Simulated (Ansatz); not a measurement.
Cost and result for the atomization energy of C4H7FO (`CC/C=C(/O)F`) (13 atoms, 12 bonds).

Z-matrix (Å, degrees):
```
C
C 1 1.525
H 1 1.092 2 110.9
H 1 1.093 2 111.1 3 -120.4
H 1 1.093 2 111.1 3 119.6
C 2 1.492 1 112.6 3 -61.6
H 2 1.097 1 109.0 3 177.0
H 2 1.092 1 109.8 3 60.9
C 6 1.322 2 124.9 1 118.8
H 6 1.084 2 119.3 1 -61.2
O 9 1.339 6 125.9 2 175.8
F 9 1.342 6 122.6 2 -2.1
H 11 0.963 9 108.9 6 156.6
```

Charge 0, multiplicity 1. The structure was optimised at the PBE0-D4/def2-TZVP level. It is one conformer, not always the lowest. Program: Ansatz. All runs use 4 threads of an Arm Neoverse V1 on a shared host. Times are those of one run each, without the atoms' runs, and a repeat can differ threefold. Electronic energies, without spin–orbit coupling; frozen cores. CCSD(T)/CBS adds CCSD(T) − MP2 in def2-TZVPP to the MP2 limit, and its time is that of the two runs behind it. T1 = 0.011. B3LYP takes the VWN-RPA correlation (the form of Gaussian; ORCA's B3LYP/G).

CCSD(T)/CBS is a level of theory with its own doubt, some kJ/mol a heavy atom from the limit and from the frozen cores, so smaller differences don't rank the functionals.

| level | functions | wall time | atomization (kcal/mol) | difference from CCSD(T)/CBS | per bond |
| --- | --- | --- | --- | --- | --- |
| PBE-D4/def2-TZVPP (with forces) | 284 | 3.2 s | 1309.2 | 39.7 | 3.3 |
| PBE0-D4/def2-TZVPP | 284 | 3.2 s | 1280.7 | 11.2 | 0.9 |
| r2SCAN-D4/def2-TZVPP (with forces) | 284 | 5.5 s | 1276.4 | 6.9 | 0.6 |
| B3LYP-D4/def2-TZVPP (with forces) | 284 | 6 s | 1270.2 | 0.7 | 0.1 |
| B2PLYP/def2-TZVPP | 284 | 7 s | 1258.7 | -10.8 | -0.9 |
| ωB97X-V/def2-TZVPP | 284 | 9 s | 1271.7 | 2.2 | 0.2 |
| ωB97M-V/def2-TZVPP (with forces) | 284 | 13 s | 1274.7 | 5.2 | 0.4 |
| MP2/def2-QZVPP | 552 | 31 s | 1283.4 | 13.9 | 1.2 |
| CCSD(T)/def2-TZVPP | 284 | 6.3 min | 1238.9 | -30.6 | -2.5 |
| CCSD(T)/CBS(def2) | – | 6.8 min | 1269.5 | 0.0 | 0.0 |

The D4 term adds +8.1 kcal/mol with B3LYP and +4.3 kcal/mol with PBE0; it sums over pairs of atoms, weighted by their polarisabilities, and B3LYP, whose exchange is more repulsive, gets the larger term. From PBE to PBE0 (25 % exact exchange), in def2-TZVPP and without D4, the atomization energy moves by −27.7 kcal/mol: exact exchange takes away binding that semilocal exchange gives to molecules. In def2-TZVPP, CCSD(T) changes the Hartree–Fock value by +317.9 kcal/mol (the triples alone add +20.0 kcal/mol) and MP2 by +344.4 kcal/mol; breaking electron pairs costs correlation energy, which Hartree–Fock lacks.
